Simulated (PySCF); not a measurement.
Estimate the missing entries of this data sheet.

BH4O (charge -1).
SMILES: `[BH3-]O`

```tsv
property	level	value
point group	PBE0-D3(BJ)/def2-SVP	?
rotational constants A, B, C	PBE0-D3(BJ)/def2-SVP	?
HOMO energy	HF/pcSseg-2	?
LUMO energy	HF/pcSseg-2	7.60 eV
1H chemical shifts (computed TMS as zero) by class	GIAO HF/pcSseg-2	?
isotropic shieldings of nuclei other than C and H, by class	GIAO HF/pcSseg-2	?
largest of the computed one-bond spin–spin couplings (means over like bonds)	B3LYP/pcJ-1	?
core binding energies	ΔSCF SCAN, pcX-2 on the ionised atom, pcseg-1 elsewhere, spin-free X2C	?
```

Gas-phase values; electronic properties from PySCF, density fitting. Geometry: PBE0-D3(BJ)/def2-SVP; no solvent or vibrations. NMR classes are plain means over equivalent atoms (diastereotopic ones count apart unless rotation or inversion swaps them), as if these changed places fast; in this geometry the members of some classes differ. No diffuse functions stand in pcJ-1 and pcSseg-2, which bears on an anion's orbital energies.

**Question.** What are the largest of the computed one-bond spin–spin couplings (means over like bonds)?

**Answer.** 11B–1H +92.6 (×3), 17O–1H -64.6, 17O–11B +2.8 Hz.

**Question.** Give the point group.

**Answer.** Cs.

**Question.** The 1H chemical shifts (computed TMS as zero) by class?

**Answer.** 2.69 (3 H), -2.43 (1 H) ppm.

**Question.** Give the isotropic shieldings of nuclei other than C and H, by class.

**Answer.** 125 (1 B), 331 (1 O) ppm.

**Question.** The HOMO energy?

**Answer.** -4.24 eV.

**Question.** The rotational constants A, B, C?

**Answer.** 101.272, 22.439, 21.693 GHz.

**Question.** What are the core binding energies?

**Answer.** B1s 188.3, O1s 531.7 eV.

The rotational constants make it an asymmetric top with κ = (2B − A − C)/(A − C) = -0.98, nearer the prolate limit (−1). With B = h/(8π²I), that is 505.379 GHz u Å² over I, the principal moments of inertia are 4.99, 22.5 and 23.3 u Å² (most abundant isotopes); the inertial defect Ic − Ia − Ib is -4.2 u Å² (zero for a rigid planar frame, negative otherwise).

For the NMR shielding job (HF/pcSseg-2), time: 3.0 s of wall time. Hardware: one thread, x86-64 server (shared host).
